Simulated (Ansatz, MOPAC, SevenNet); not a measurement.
Equilibrium lattice constant a of solid CO2 (dry ice): levels of theory against measurement

Reference value: 5.56 Å (measured, 5 K, zero-point motion not removed; as tabulated in Tran et al. (2019), arXiv:1903.00284).

| level (code) | value (Å) | difference (%) |
|---|---|---|
| PM3 semi-empirical Hartree-Fock (MOPAC) | 6.477 | +16.5 |
| SevenNet-l3i5 | 5.930 | +6.65 |
| LDA (Ansatz) | 5.284 | -4.96 |
| PBE (Ansatz) | 6.063 | +9.05 |
| r²SCAN (Ansatz) | 5.580 | +0.36 |

Closest of the ranked levels: r²SCAN (+0.36 %). Among them PM3 semi-empirical Hartree-Fock (MOPAC) (+16.5 %) misses by most. Of the ranked levels only r²SCAN lands within 2 %.

The measured value isn't corrected to a static lattice, so vibrations enter the comparison. A static lattice is as a rule a little smaller than the measured one.  PM3 semi-empirical Hartree-Fock (MOPAC): the cell moved over 20 % in volume from its start. PM3 semi-empirical Hartree-Fock (MOPAC): the method was fitted mainly to molecules. PM3 semi-empirical Hartree-Fock (MOPAC): the run uses a supercell at the zone centre in place of a k mesh. LDA: LDA has no dispersion term either, though it tends to give short spacings of layers, chains or molecules. PBE: for a layered or molecular solid the relaxed cell lies over 5 % above the published volume, where the minimum can be shallow. PBE, r²SCAN: the cell comes from a level without a dispersion term, which matters for the spacing of layers, chains or molecules. Cutoffs differ between the levels. Ansatz's density-functional and Hartree–Fock values are scalar-relativistic unless marked +SOC, with PAW data made under PBE.

Machine-learned potentials (SevenNet-l3i5) are trained on DFT data: a solid inside that data is no test of them.

Differences are worked out from the printed values.

Ansatz is an electronic-structure program.
